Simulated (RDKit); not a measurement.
RDKit input (MMFF94):

```python
from rdkit import Chem
from rdkit.Chem import AllChem, rdDetermineBonds

mol = Chem.MolFromXYZFile('mol.xyz')
rdDetermineBonds.DetermineBonds(mol, charge=-1)
print('SMILES', Chem.MolToSmiles(Chem.RemoveHs(mol)))
ff = AllChem.MMFFGetMoleculeForceField(mol, AllChem.MMFFGetMoleculeProperties(mol))
e0 = ff.CalcEnergy()
flag = ff.Minimize(maxIts=5000, forceTol=1e-5)
print(f'energy {e0:.4f} -> {ff.CalcEnergy():.4f} kcal/mol, converged: {flag == 0}')
print(Chem.MolToXYZBlock(mol))
```
mol.xyz:
```
6

C     -0.01161473    -0.02640307     0.83180950
C      0.01051919    -0.75709445    -0.62801581
C      0.00595158     0.55569554    -0.51323913
H      0.88841082    -0.06781218     1.45981855
H     -0.92871443    -0.07190482     1.43431575
H      0.01116736     1.50652892    -1.03746167
```

Output:

```
SMILES [C-]1=CC1
energy 67.6571 -> 44.2143 kcal/mol, converged: True
6

C      0.043453   -0.104526    0.778037
C     -0.006060   -0.639924   -0.524832
C     -0.428254    0.579105   -0.469521
H      0.986639    0.244630    1.170921
H     -0.734955   -0.356550    1.482625
H      0.114897    1.416275   -0.890004
```

The dipole moment of an ion depends on the origin.
